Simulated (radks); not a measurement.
# Cl²⁺ in [Ne] 3s2 3p3: an all-electron calculation

What are the levels of the chlorine ion Cl2+, how large are its shells, and how does its energy divide?

The numbers are computed with radks (a radial shooting solver on a logarithmic mesh, Libxc functionals) version 1 (non-relativistic Kohn-Sham, r2SCAN, spin-polarised, spherical densities, point nucleus; open shells are filled with parallel spins first), except any that are marked as measured or tabulated.

## Step 1: Starting point

* element: chlorine (Z = 17)
* charge: +2
* electrons: 15
* configuration: [Ne] 3s2 3p3

Outer shells as boxes (Hund's rule):

Cl²⁺
```
[Ne] core
3s [↑↓]
3p [↑ ][↑ ][↑ ]
```

## Step 2: The run

The run's settings:

```text
Z 17
configuration [Ne] 3s2 3p3 4s0 3d0
relativity non-relativistic
functional r2scan,r2scan
spin polarised
nucleus point
```

Started as:

```console
$ python run_ks.py task.json out
```

This one command runs every case of the session in turn.

**Question.** What will this run give?

As calculated:

```
                        quantity                   value
                    total energy      -458.77968 hartree
exchange-correlation share of it                  5.99 %
                            −T/E                  0.9989
          highest occupied level       3p up, -33.770 eV
    most extended occupied level  3p up, <r> = 1.59 bohr
 radius at density 0.001 e/bohr³               3.26 bohr
    maxima of the radial density                       3
         ionisation energy, NIST     39.8 (semi-emp.) eV
```

3 principal shells are occupied and 3 maxima appear in the radial density. −T/E = 0.9989, near the virial value of 1. Minus the highest eigenvalue, 33.770 eV, is 85 % of the tabulated ionisation energy (39.8 eV); the potential of a semilocal functional falls off too fast, so its top eigenvalue is too shallow. Open shells are spherical and high-spin; term and fine-structure splittings are not resolved.
